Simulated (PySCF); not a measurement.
Isomers of [C6H11]+.

All values: PBE0/pcSseg-1 (PySCF) at GFN2-xTB geometries, gas phase, one conformer each.

(1) Rank by the highest IAO charge on any atom, highest value first.
A. `[CH2:1]=[C:2]([CH+:3][CH3:4])[CH2:5][CH3:6]` (charge +1) with C1–C2–C3–C4 -178°, C1–C2–C5–C6 93°
B. `[CH3:1][C+:2]1[CH2:3][CH2:4][CH2:5][CH2:6]1` (charge +1) with C1–C2–C3–C4 171°, C2–C3–C4–C5 27°, C3–C4–C5–C6 -34°, C4–C5–C6–C2 29°
C. `[CH3:1][C+:2]([CH3:3])[CH:4]1[CH2:5][CH2:6]1` (charge +1) with C1–C2–C4–C5 -35°

(2) Rank by HOMO–LUMO gap, highest first.
A. `[CH3:1][C+:2]([CH3:3])[CH:4]1[CH2:5][CH2:6]1` (charge +1) with C1–C2–C4–C5 -35°
B. `C=C(C)[C+](C)C`
C. `[CH2:1]=[C:2]([CH+:3][CH3:4])[CH2:5][CH3:6]` (charge +1) with C1–C2–C3–C4 -178°, C1–C2–C5–C6 93°
D. `[CH3:1][C+:2]1[CH2:3][CH2:4][CH2:5][CH2:6]1` (charge +1) with C1–C2–C3–C4 171°, C2–C3–C4–C5 27°, C3–C4–C5–C6 -34°, C4–C5–C6–C2 29°

Answers

(1) B (+0.359 e), C (+0.297 e), A (+0.232 e).

(2) A (6.41 eV), D (5.66 eV), B (4.83 eV), C (4.66 eV).

All values together:

| SMILES | HOMO (eV) | LUMO (eV) | lowest IAO charge (e) | highest IAO charge (e) | lowest Hirshfeld charge (e) | highest Hirshfeld charge (e) |
| --- | --- | --- | --- | --- | --- | --- |
| C[C+](C)C1CC1 | -14.21 | -7.80 | -0.444 (C) | +0.297 (C) | -0.077 (C) | +0.200 (C) |
| C[C+]1CCCC1 | -14.06 | -8.40 | -0.450 (C) | +0.359 (C) | -0.068 (C) | +0.243 (C) |
| C=C([CH+]C)CC | -13.69 | -9.03 | -0.440 (C) | +0.232 (H) | -0.102 (C) | +0.163 (C) |
| C=C(C)[C+](C)C | -13.44 | -8.61 | -0.440 (C) | +0.287 (C) | -0.099 (C) | +0.199 (C) |

Conformers: `[CH3:1][C+:2]([CH3:3])[CH:4]1[CH2:5][CH2:6]1` (charge +1) with C1–C2–C4–C5 -35°; `[CH3:1][C+:2]1[CH2:3][CH2:4][CH2:5][CH2:6]1` (charge +1) with C1–C2–C3–C4 171°, C2–C3–C4–C5 27°, C3–C4–C5–C6 -34°, C4–C5–C6–C2 29°; `[CH2:1]=[C:2]([CH+:3][CH3:4])[CH2:5][CH3:6]` (charge +1) with C1–C2–C3–C4 -178°, C1–C2–C5–C6 93°.
